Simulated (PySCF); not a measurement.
# How the method moves the HOMO and LUMO of `[AlH4-]`

AlH4 (charge -1).
Structure used (PBE0-D3(BJ)/def2-SVP), in Å, numbered top down from 1:
```xyz
5
AlH4 angstrom
Al     0.0035    0.0013   -0.0069
H      0.6231    1.1907   -0.9693
H     -1.0845    0.6568    1.0475
H      1.2267   -0.7150    0.8390
H     -0.7516   -1.1281   -0.9447
```

Basis pcSseg-2 throughout (PySCF), one geometry. Geometry: PBE0-D3(BJ)/def2-SVP; no solvent, vibrations or thermal averaging.

Problem. How do the orbital energies and the gap change with the method?

Solution. 
```csv
method,kind,HOMO (eV),LUMO (eV),gap (eV),SCF cycles
OPBE,GGA,-1.03,5.00,6.04,10
BLYP,GGA,-1.04,4.95,5.99,9
PBE,GGA,-1.13,4.87,6.00,9
KT3,GGA,-1.14,4.87,6.01,10
KT2,GGA,-1.16,4.91,6.07,11
B97-D,GGA,-1.16,4.94,6.10,10
LDA,LDA,-1.19,4.75,5.94,10
BP86,GGA,-1.26,4.92,6.17,10
B97-2,global hybrid,-2.11,5.45,7.55,10
B3LYP,global hybrid,-2.16,5.23,7.39,9
PBE0,global hybrid,-2.33,5.42,7.75,9
mPW1PW91,global hybrid,-2.36,5.41,7.78,9
BHandHLYP,global hybrid,-3.50,5.88,9.38,9
CAM-B3LYP,range-separated hybrid,-3.74,6.03,9.78,9
wB97X-D,range-separated hybrid,-4.29,6.74,11.02,10
LC-wPBE,range-separated hybrid,-5.12,6.88,12.00,9
HF,Hartree–Fock,-5.38,7.10,12.49,8
```

The HOMO spans 4.35 eV, from OPBE down to HF, and the gap runs from 5.94 eV (LDA) to 12.49 eV (HF). Over the methods OPBE (0 %), BLYP (0 %), PBE (0 %), KT3 (0 %), KT2 (0 %), B97-D (0 %), LDA (0 %), BP86 (0 %), B97-2 (21 %), B3LYP (20 %), PBE0 (25 %), mPW1PW91 (25 %), BHandHLYP (50 %), HF (100 %), a straight line through the gap against the share of exact exchange rises by 0.65 eV for each 10 % (correlation coefficient 0.999).
